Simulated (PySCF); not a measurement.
# How the method moves the HOMO and LUMO of cyclopentane

Compound: cyclopentane, C5H10.
Cartesian coordinates in Å at the PBE0-D3(BJ)/def2-SVP level; atoms count from 1:
```
atom  x, y, z in Å
C1     0.4436    0.8482    0.8479
C2     1.2725   -0.1730    0.0656
C3     0.2426   -1.1505   -0.5431
C4    -1.1359   -0.4739   -0.3726
C5    -0.8280    0.9744    0.0143
H6     0.1927    0.4512    1.8471
H7     0.9674    1.8043    1.0010
H8     2.0260   -0.6790    0.6877
H9     1.8229    0.3436   -0.7377
H10    0.2658   -2.1276   -0.0371
H11    0.4670   -1.3483   -1.6023
H12   -1.6953   -0.9582    0.4445
H13   -1.7642   -0.5518   -1.2725
H14   -0.6198    1.5747   -0.8887
H15   -1.6572    1.4660    0.5460
```

Basis pcSseg-1 throughout (PySCF), one geometry. Isolated species at its PBE0-D3(BJ)/def2-SVP geometry (one conformer only).

Problem. How do the orbital energies and the gap change with the method?

Solution. 
```
   method                    kind  HOMO (eV)  LUMO (eV)  gap (eV)  SCF cycles
    B97-2           global hybrid      -8.49       1.37      9.86          10
     PBE0           global hybrid      -8.72       1.34     10.06          10
BHandHLYP           global hybrid     -10.09       2.02     12.11          10
CAM-B3LYP  range-separated hybrid     -10.16       2.18     12.34          10
  wB97X-D  range-separated hybrid     -10.65       3.16     13.82          11
  LC-wPBE  range-separated hybrid     -11.53       3.53     15.06          10
```

The HOMO spans 3.04 eV, from B97-2 down to LC-wPBE, and the gap runs from 9.86 eV (B97-2) to 15.06 eV (LC-wPBE). Over the methods B97-2 (21 %), PBE0 (25 %), BHandHLYP (50 %), a straight line through the gap against the share of exact exchange rises by 0.79 eV for each 10 % (correlation coefficient 0.999). The dipole is below 0.03 D at every level.

The vertical ΔSCF ionisation energy at CAM-B3LYP/def2-SVPD is 11.09 eV; −ε(HOMO) comes closest to it with wB97X-D (10.65 eV) and LC-wPBE (11.53 eV).
